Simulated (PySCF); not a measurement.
**Working out the ionisation energy of Ne**

Ne [Ne] (1S) → Ne⁺ [He] 2s2 2p5 (2P). All numbers are calculated (PySCF 2.14, scalar relativity by spin-free X2C-1e, in dyall-acv3z (15s9p4d2f, 76 functions)). Frozen: nothing; the 5 highest virtual orbitals dropped. Energies in hartree (1 hartree = 27.21139 eV):

```
            part   Ne (lower)  Ne⁺ (upper)
             UHF  -128.684454  -127.962646
CCSD correlation    -0.342093    -0.278853
             (T)    -0.005819    -0.003183
```

**Question.** What does Hartree-Fock give?

**Answer.** (-127.962646) − (-128.684454) = 0.721808 hartree = 19.641 eV.

**Question.** What do CCSD and CCSD(T) give?

**Answer.** The CCSD correlation energies differ by 0.063240 hartree = 1.721 eV and the triples by 0.002636 hartree = 0.072 eV, so CCSD gives 21.362 eV and CCSD(T) 21.434 eV.

Measured between the centres of the two terms (NIST): 21.597 eV, so CCSD(T) (valence and next inner shell) is off by -0.163 eV.

What remains against the reference includes basis incompleteness and higher excitations.
